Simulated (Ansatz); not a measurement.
Species, as SMILES: Cl[B]Cl, doublet.
Atoms: B1, Cl2, Cl3. Bonds: B1-Cl2, B1-Cl3.

Basis-set convergence of the lowest harmonic wavenumber at PBE0 with Ansatz (an electronic-structure program). Each level at its own minimum, finite differences of forces, unscaled; the reference is a large set that could be run, not a limit. Cartesian d functions, on some or all atoms, in 6-31G**, 6-311+G**; all else is spherical. The program fits the integrals of some runs and decomposes those of others, by size. Open shells are unrestricted. No added dispersion term, no relativity. Reference: the value in aug-pcseg-2, 283 cm⁻¹, itself unsure by roughly 1 cm⁻¹ (its mean distance from aug-cc-pV(T+d)Z, def2-TZVPPD). Deviations are taken from unrounded values.

```tsv
basis	functions	lowest harmonic wavenumber (cm⁻¹)	minus reference (cm⁻¹)
STO-3G	23	295	12
6-31G	35	280	-3
pcseg-1	50	286	3
6-31G**	53	289	7
def2-SVPD	74	281	-2
aug-pcseg-1	77	284	1
6-311+G**	84	286	3
def2-TZVP	105	282	0
def2-TZVPP	115	282	0
```
